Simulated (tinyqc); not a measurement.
Inside a calculation. Method: Pariser-Parr-Pople SCF with singles CI, for the molecule NC1=NC=C1 (SMILES; centres numbered as the heavy atoms are written). One step of it, computed by the program tinyqc.

Problem. Iteration 3: Fock matrix. F_rr = H_rr + P_rr gamma_rr / 2 + sum_(s != r) P_ss gamma_rs; F_rs = H_rs - P_rs gamma_rs / 2; E = tr P (H + F) / 2 + core repulsion sum_(r<s) z_r z_s gamma_rs.

P after iteration 2:
```
           1N        2C         3N         4C         5C
1N   1.691159  0.621019  -0.098446  -0.338548  -0.111027
2C   0.621019  0.660504   0.400718   0.385702   0.435588
3N  -0.098446  0.400718   1.515567   0.551357  -0.509833
4C  -0.338548  0.385702   0.551357   0.669526   0.568693
5C  -0.111027  0.435588  -0.509833   0.568693   1.463244
```

core matrix H (eV):
```
            1N          2C          3N          4C          5C
1N  -44.088318   -2.350000    0.000000    0.000000    0.000000
2C   -2.350000  -37.223755   -2.370000    0.000000   -2.390000
3N    0.000000   -2.370000  -37.032292   -2.370000    0.000000
4C    0.000000    0.000000   -2.370000  -32.091510   -2.390000
5C    0.000000   -2.390000    0.000000   -2.390000  -33.360750
```

repulsion gamma_rs (eV):
```
           1N        2C         3N        4C        5C
1N  16.880000  5.789556   4.046103  3.223434  3.919226
2C   5.789556  9.610000   5.356903  4.139730  4.968010
3N   4.046103  5.356903  12.750000  5.356903  4.406280
4C   3.223434  4.139730   5.356903  9.610000  4.968010
5C   3.919226  4.968010   4.406280  4.968010  9.610000
```

Centres (angstrom, eV; a flat drawing with bonds scaled to 1.40 angstrom):
```
centre          x          y  core charge z          W   gamma_rr
1N       1.912000   0.000000              2  27.110000  16.880000
2C       0.512000   0.000000              1  11.180000   9.610000
3N      -0.478000   0.990000              1  13.820000  12.750000
4C      -1.468000   0.000000              1  11.180000   9.610000
5C      -0.478000  -0.990000              1  11.180000   9.610000
```

Give: F; pi energy.

Solution.

F (eV):
```
          1N       2C       3N       4C       5C
1N  -11.9658  -4.1477   0.1992   0.5456   0.2176
2C   -4.1477  -6.0992  -3.4433  -0.7984  -3.4720
3N    0.1992  -3.4433  -6.9556  -3.8468   1.1232
4C    0.5456  -0.7984  -3.8468  -5.3006  -3.8026
5C    0.2176  -3.4720   1.1232  -3.8026  -6.4162
```

pi energy = -90.4823 eV
